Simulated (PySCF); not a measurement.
# Assigning NMR signals

Geometry:
| atom | x (Å) | y (Å) | z (Å) |
| --- | --- | --- | --- |
| F1 | 2.538 | 0.131 | 0.515 |
| C2 | 1.226 | 0.056 | 0.247 |
| C3 | 0.519 | -1.064 | 0.051 |
| C4 | -0.896 | -0.669 | -0.215 |
| C5 | -0.855 | 0.823 | -0.136 |
| C6 | 0.391 | 1.231 | 0.135 |
| H7 | 0.871 | -2.076 | 0.074 |
| H8 | -1.581 | -1.091 | 0.523 |
| H9 | -1.235 | -1.010 | -1.195 |
| H10 | -1.723 | 1.438 | -0.281 |
| H11 | 0.751 | 2.235 | 0.255 |

PySCF calculation with geometry: GFN2-xTB, σ from GIAO-PBE0/pcSseg-1 and J: B3LYP/pcJ-1 (spin–dipole term only in couplings to heteroatoms); in vacuum, one conformer, one averaged value for each set of equivalent atoms, no relativistic terms.

δ = σ(ref) − σ, references computed at the same level: 13C (σref 186.93) and 1H (σref 31.72) against TMS.

Q: Assign these signals to the numbered atoms. 13C{1H} NMR (computed): δ 174.7 (C, d, J = 337.5 Hz), 143.1 (CH, d, J = 1.6 Hz), 135.1 (CH, d, J = 26.2 Hz), 112.5 (CH, d, J = 10.2 Hz), 40.3 (CH2, d, J = 5.0 Hz).

A: 
| δ (ppm) | atoms | environment | reason |
| --- | --- | --- | --- |
| 174.7 | C2 | fully substituted alkene carbon | – |
| 143.1 | C5 | alkene CH | the olefinic region |
| 135.1 | C6 | alkene CH | – |
| 112.5 | C3 | alkene CH | – |
| 40.3 | C4 | allylic sp3 CH2 | aliphatic region, no heteroatom directly attached |

Q: Assign these signals to the numbered atoms. 1H NMR (300 MHz, computed): δ 6.69 (m, 1H), 6.65 (m, 1H), 5.81 (qdd, J = 2.6, 1.5, 1.2 Hz, 1H), 3.10 (ddt, J = 6.1, 2.6, 1.7 Hz, 2H).

A: 
| δ (ppm) | atoms | environment | reason |
| --- | --- | --- | --- |
| 6.69 | H10 | hydrogen on an alkene CH | olefinic region |
| 6.65 | H11 | hydrogen on an alkene CH | – |
| 5.81 | H7 | hydrogen on an alkene CH | – |
| 3.10 | H8/H9 | hydrogen on an allylic sp3 CH2 | allylic position |

H10 and H11 lie closer than the usual error of such a calculation, so a measured spectrum could show them in the other order.

Common functionals overestimate the size of one-bond C–F couplings by tens of Hz; these are unscaled. Splittings below 1 Hz are ignored in the labels, and close J values are merged. Unscaled 3J(H,H) at this level run about 10 % above measured values. Shifts are as computed. Against solution values, carbons near 30 ppm lie about +3 ppm off and those near 130 ppm about +5 ppm. Of 1211 compounds with measured shifts, 218 miss one by over three times the rms of a fit or turn the order of signals round; such compounds aren't used in these exercises.
